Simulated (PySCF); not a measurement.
# CH₅Al: electronic structure in real space

Aim: take CH₅Al and analyse its density (charges, bond critical points, surface potential), see where an electron leaves and enters and measure its response to a uniform field.

Computed with PySCF 2.14.0. Level: levels as typed in each script, gas phase, geometry from GFN2-xTB.

## Step 1: Starting geometry

SMILES `C[AlH2]`, 7 atoms, charge 0, spin multiplicity 1.

Bond lengths: C1–Al2 1.984 Å, C1–H3 1.096 Å, C1–H4 1.099 Å, C1–H5 1.098 Å, Al2–H6 1.550 Å, Al2–H7 1.552 Å. Angles: Al2–C1–H3 113.2°, Al2–C1–H4 112.9°, Al2–C1–H5 111.5°, H3–C1–H4 105.8°, H3–C1–H5 106.5°, H4–C1–H5 106.4°, C1–Al2–H6 124.3°, C1–Al2–H7 123.2°, H6–Al2–H7 112.5°.

As a file:

```mol
CH5Al
  3D, bonds by distance, orders not assigned

  7  6  0  0  0  0  0  0  0  0999 V2000
    1.2594   -0.0014   -0.0006 C   0  0
   -0.7249   -0.0013   -0.0002 Al  0  0
    1.6904   -0.4987   -0.8765 H   0  0
    1.6880   -0.5104    0.8741 H   0  0
    1.6622    1.0200    0.0071 H   0  0
   -1.5979   -1.2825    0.0003 H   0  0
   -1.5753    1.2965    0.0017 H   0  0
  1  2  8  0
  1  3  8  0
  1  4  8  0
  1  5  8  0
  2  6  8  0
  2  7  8  0
M  END
```

## Step 2: Density, bond paths and surface potential (wB97X/def2-tzvp)

Contents of input.py:

```python
import numpy as np
from pyscf import gto, scf, dft
from pyscf.scf import atom_ks, atom_hf
from scipy.linalg import block_diag

def solve(mol, dm0=None, hcore=None):
    mf = (dft.UKS if mol.spin else dft.RKS)(mol, xc='wb97x')
    mf.grids.level = 3
    mf = mf.density_fit(auxbasis='def2-universal-jkfit')
    mf.conv_tol, mf.max_cycle = 1e-8, 80
    if hcore is not None:
        mf.get_hcore = lambda *args: hcore
    mf.kernel(dm0)
    if not mf.converged:
        mf = mf.newton().run(mf.mo_coeff, mf.mo_occ, max_cycle=30)
    assert mf.converged, 'SCF not converged'
    return mf

mol = gto.M(atom='''
C      1.25943    -0.00135    -0.00060
Al    -0.72492    -0.00130    -0.00024
H      1.69037    -0.49869    -0.87651
H      1.68797    -0.51038     0.87406
H      1.66224     1.02002     0.00708
H     -1.59788    -1.28252     0.00034
H     -1.57530     1.29651     0.00170
''', basis='def2-tzvp', charge=0, spin=0, verbose=4)
mf = solve(mol)
mf.analyze()
# spherically averaged free atoms, for the promolecule
atm = atom_ks.get_atm_nrks(mol, xc='wb97x')
pro = block_diag(*[(atm[a[0]][2] * atm[a[0]][3]) @ atm[a[0]][2].T for a in mol._atom])
np.savez('result.npz', e=mf.e_tot, c=mf.mo_coeff, occ=mf.mo_occ, eps=mf.mo_energy, pro=pro, dip=mf.dip_moment(verbose=0), s2=mf.spin_square()[0])
```

Run with:

```bash
$ OMP_NUM_THREADS=1 python input.py
```

## Step 4: Removing and adding an electron (wB97X/def2-tzvp)

Contents of input.py:

```python
import numpy as np
from pyscf import gto, scf, dft
from pyscf.scf import atom_ks, atom_hf
from scipy.linalg import block_diag

def solve(mol, dm0=None, hcore=None):
    mf = (dft.UKS if mol.spin else dft.RKS)(mol, xc='wb97x')
    mf.grids.level = 3
    mf = mf.density_fit(auxbasis='def2-universal-jkfit')
    mf.conv_tol, mf.max_cycle = 1e-8, 80
    if hcore is not None:
        mf.get_hcore = lambda *args: hcore
    mf.kernel(dm0)
    if not mf.converged:
        mf = mf.newton().run(mf.mo_coeff, mf.mo_occ, max_cycle=30)
    assert mf.converged, 'SCF not converged'
    return mf

mol = gto.M(atom='''
C      1.25943    -0.00135    -0.00060
Al    -0.72492    -0.00130    -0.00024
H      1.69037    -0.49869    -0.87651
H      1.68797    -0.51038     0.87406
H      1.66224     1.02002     0.00708
H     -1.59788    -1.28252     0.00034
H     -1.57530     1.29651     0.00170
''', basis='def2-tzvp', charge=0, spin=0, verbose=4)
mf = solve(mol)
out = dict(e0=mf.e_tot, dm0=mf.make_rdm1(), c=mf.mo_coeff, occ=mf.mo_occ, eps=mf.mo_energy)
for name, dq, spin in [('cation', 1, 1)]:
    ion = mol.copy().set(charge=mol.charge + dq, spin=spin).build()
    mi = solve(ion)
    if spin and dq > 0 and mol.nao < 130:
        c, _, stable, _ = mi.stability(return_status=True)
        if not stable:
            mi = solve(ion, mi.make_rdm1(c, mi.mo_occ))
    print(name, 'vertical energy change / eV', (mi.e_tot - mf.e_tot) * 27.211386)
    out.update({'e_' + name: mi.e_tot, 'dm_' + name: mi.make_rdm1(), 's2_' + name: mi.spin_square()[0], 'eps_' + name: mi.mo_energy, 'occ_' + name: mi.mo_occ})
# spherically averaged free atoms, for the promolecule
atm = atom_ks.get_atm_nrks(mol, xc='wb97x')
pro = block_diag(*[(atm[a[0]][2] * atm[a[0]][3]) @ atm[a[0]][2].T for a in mol._atom])
np.savez('result.npz', pro=pro, **out)
```

## Step 6: Response to an electric field (wB97X/def2-tzvp)

Contents of input.py:

```python
import numpy as np
from pyscf import gto, scf, dft
from pyscf.scf import atom_ks, atom_hf
from scipy.linalg import block_diag

def solve(mol, dm0=None, hcore=None):
    mf = (dft.UKS if mol.spin else dft.RKS)(mol, xc='wb97x')
    mf.grids.level = 3
    mf = mf.density_fit(auxbasis='def2-universal-jkfit')
    mf.conv_tol, mf.max_cycle = 1e-8, 80
    if hcore is not None:
        mf.get_hcore = lambda *args: hcore
    mf.kernel(dm0)
    if not mf.converged:
        mf = mf.newton().run(mf.mo_coeff, mf.mo_occ, max_cycle=30)
    assert mf.converged, 'SCF not converged'
    return mf

mol = gto.M(atom='''
C      1.25943    -0.00135    -0.00060
Al    -0.72492    -0.00130    -0.00024
H      1.69037    -0.49869    -0.87651
H      1.68797    -0.51038     0.87406
H      1.66224     1.02002     0.00708
H     -1.59788    -1.28252     0.00034
H     -1.57530     1.29651     0.00170
''', basis='def2-tzvp', charge=0, spin=0, verbose=4)
field = np.array([0.004, 0.0, 0.0])  # atomic units
mol.set_common_orig(mol.atom_charges() @ mol.atom_coords() / mol.atom_charges().sum())
mf = solve(mol)
out = dict(dm0=mf.make_rdm1(), d0=mf.dip_moment(unit='AU'), e0=mf.e_tot)
for name, sign in (('p', 1), ('m', -1)):
    h = mf.get_hcore() + sign * np.einsum('x,xij->ij', field, mol.intor('int1e_r'))
    mi = solve(mol, mf.make_rdm1(), h)
    out.update({'dm' + name: mi.make_rdm1(), 'd' + name: mi.dip_moment(unit='AU'), 'e' + name: mi.e_tot})
# spherically averaged free atoms, for the promolecule
atm = atom_ks.get_atm_nrks(mol, xc='wb97x')
pro = block_diag(*[(atm[a[0]][2] * atm[a[0]][3]) @ atm[a[0]][2].T for a in mol._atom])
np.savez('result.npz', pro=pro, **out)
```

(Steps that only read results are left out.)

Before running it: what results should come out? Wanted: dipole moment; HOMO, LUMO; vertical ionisation energy; polarisability along the field.

The runs gave:

```
                                        quantity            value
                 dipole moment (wB97X/def2-tzvp)           0.86 D
                    HOMO, LUMO (wB97X/def2-tzvp)  -10.62, 0.59 eV
    vertical ionisation energy (wB97X/def2-tzvp)         10.64 eV
polarisability along the field (wB97X/def2-tzvp)       47.2 bohr³
```

In words: At wB97X/def2-tzvp: The highest Hirshfeld charge is on Al2 (+0.55 e), the lowest on C1 (−0.29 e). The ionisation energy from two SCF runs, 10.64 eV, lies 0.0 eV above −ε(HOMO) = 10.62 eV of the same level, wB97X/def2-tzvp. The geometry was not optimised at these levels.
